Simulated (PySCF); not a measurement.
wavenumber (cm⁻¹), absorption (km/mol per cm⁻¹) and a bar:
```
        0      0.013 
       29      0.015 
       57      0.019 
       86      0.024 
      114      0.032 
      143      0.045 #
      172      0.067 #
      200      0.108 ##
      229      0.205 ###
      257      0.504 ########
      286      1.788 ##############################
      315      1.660 ############################
      343      0.473 ########
      372      0.197 ###
      400      0.105 ##
      429      0.065 #
      458      0.044 #
      486      0.032 
      515      0.024 
      543      0.019 
      572      0.016 
      601      0.013 
      629      0.011 
      658      0.010 
      686      0.008 
      715      0.008 
      744      0.007 
      772      0.006 
      801      0.006 
      829      0.005 
      858      0.005 
      887      0.005 
      915      0.005 
      944      0.005 
      972      0.005 
     1001      0.005 
     1030      0.005 
     1058      0.006 
     1087      0.006 
     1115      0.007 
     1144      0.007 
     1173      0.009 
     1201      0.010 
     1230      0.012 
     1258      0.015 
     1287      0.020 
     1316      0.027 
     1344      0.040 #
     1373      0.064 #
     1401      0.121 ##
     1430      0.302 #####
     1459      1.074 ##################
     1487      0.900 ###############
     1516      0.259 ####
     1544      0.109 ##
     1573      0.059 #
     1602      0.037 #
     1630      0.025 
     1659      0.018 
     1688      0.014
```

This is the computed harmonic infrared spectrum of singlet SiO₂, Lorentzian lines of 42 cm⁻¹ full width. These are results of PBE0 in PySCF with Si def2-TZVP, O def2-TZVP; no relativity; density-fitted integrals, not measurements.

Which bands make it up, and how are they assigned?

In D∞h symmetry, counting bands above 1 % of the strongest: 299 cm⁻¹ (πu, bend, 166 km/mol); 1471 cm⁻¹ (σu+, stretch, 95 km/mol).
